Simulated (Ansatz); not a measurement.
Relaxing Zr₂PdAu₂

Level of theory: DFT PBE, scalar-relativistic, plane waves, PAW in Ansatz. Cutoff 420 eV, Γ-centred k mesh, Gaussian smearing, no spin polarisation in the final step.

Zr₂PdAu₂ was placed on the ThCr2Si2 structure type (I4/mmm, No. 139), with Pd in place of Th, Zr in place of Cr, Au in place of Si, at a guessed volume.

```yaml
crystal:
  lattice:
    - [-1.98337, 1.98337, 5.20388]
    - [1.98337, -1.98337, 5.20388]
    - [1.98337, 1.98337, -5.20388]
  atoms:
    - { symbol: Zr, position: [0.25000, 0.75000, 0.50000] }
    - { symbol: Zr, position: [0.75000, 0.25000, 0.50000] }
    - { symbol: Pd, position: [0.00000, 0.00000, 0.00000] }
    - { symbol: Au, position: [0.62600, 0.62600, 0.00000] }
    - { symbol: Au, position: [0.37400, 0.37400, 0.00000] }
```

Cell and atoms relax at zero pressure; the relaxation can't lower the symmetry of the start. After a coarse first stage the cell is made exact in the group found at 0.06 Å.

Formation energies are uncorrected and refer to the elements' standard structures at the same level.

(1) Describe the relaxed structure.

(2) What are its volume, energy, density and gap?

## Answers

(1) It keeps I4/mmm (No. 139). The result still has the ThCr2Si2 structure. Conventional cell: a = 4.881 Å, c = 9.570 Å. Zr is coordinated by 4 Au at 2.69 Å, 4 Pd at 3.42 Å and 4 Zr at 3.45 Å; Pd is coordinated by 8 Zr at 3.42 Å and 10 Au at 3.53–3.67 Å; Au has 1 Au at 2.51 Å and 4 Zr at 2.69 Å.

```
Zr Pd Au
1.0
    -2.44066    2.44066    4.78492
     2.44066   -2.44066    4.78492
     2.44066    2.44066   -4.78492
Zr Pd Au
2 1 2
Direct
  0.25000 0.75000 0.50000
  0.75000 0.25000 0.50000
  0.00000 0.00000 0.00000
  0.63139 0.63139 0.00000
  0.36861 0.36861 0.00000
```

(2) The volume per atom is 22.80 Å³, the density is 9.94 g/cm³ and the energy over the elements is 0.00 eV/atom. The gap on the 12×12×12 mesh is 0 eV (a metal).

The final run used a 12×12×12 mesh on its 5-atom cell and 0.10 eV smearing. For metals, differences of a few meV/atom aren't resolved. Spin–orbit coupling is left out. Symmetry constrained the relaxation, so the result can be a saddle point. The steps took about 8 core-minutes in all.